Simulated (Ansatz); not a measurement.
```yaml
crystal:
  periodic: [false, false, false]
  atoms:
    - {symbol: Ge, position_ang: [-1.441613, -0.229795, -0.002272]}
    - {symbol: Ge, position_ang: [0.908475, 0.278689, 0.002525]}
    - {symbol: O, position_ang: [2.420540, -0.221987, -0.001146]}
basis:
  gaussian: {orbitals: def2-TZVP}
magnetization: {spin_polarized: true, initial_magnetization: 2}
hamiltonian: {xc: pbe0}
relax: {f_tol: 0.004, max_steps: 80}
```

```sh
$ ansatz run in.yaml --threads 1 --pin off --events-out ev --progress --plain --max-ram 2176MiB
```

Steps of the relaxation (energy above the last step; positions in Å, forces in eV/Å):

```
3
step 1, 150.1 meV
Ge   -1.442   -0.230   -0.002   -0.082    0.180    0.001
Ge    0.908    0.279    0.003   -1.762    0.123    0.001
O     2.421   -0.222   -0.001    1.844   -0.303   -0.002
```

```
3
step 2, 35.2 meV
Ge   -1.523   -0.153   -0.002    0.217    0.092    0.001
Ge    0.886    0.085    0.001    0.832   -0.317   -0.002
O     2.524   -0.105    0.000   -1.049    0.225    0.002
```

```
3
step 3, 42.7 meV
Ge   -1.533   -0.074   -0.001    0.192   -0.031    0.000
Ge    0.880   -0.110   -0.001    1.573    0.200    0.002
O     2.541    0.011    0.001   -1.765   -0.169   -0.002
```

```
3
step 5, 0.0 meV
Ge   -1.505   -0.098   -0.001   -0.011    0.001    0.000
Ge    0.884   -0.050    0.000    0.018   -0.004    0.000
O     2.508   -0.025    0.000   -0.008    0.002    0.000
```

```
3
step 6, 0.0 meV
Ge   -1.505   -0.097   -0.001    0.000    0.000    0.000
Ge    0.884   -0.053    0.000    0.000    0.000    0.000
O     2.509   -0.023    0.000    0.000    0.000    0.000
```

Close pairs at the end: Ge2–O3 1.625 Å, Ge1–Ge2 2.390 Å.

A stationary point of unrestricted PBE0 after 6 steps, with ⟨S²⟩ = 2.008 against 2.00 for a pure state; no frequencies were run, so it isn't proven a minimum. 76 s on 1 thread of Intel Xeon Platinum 8375C, shared host.
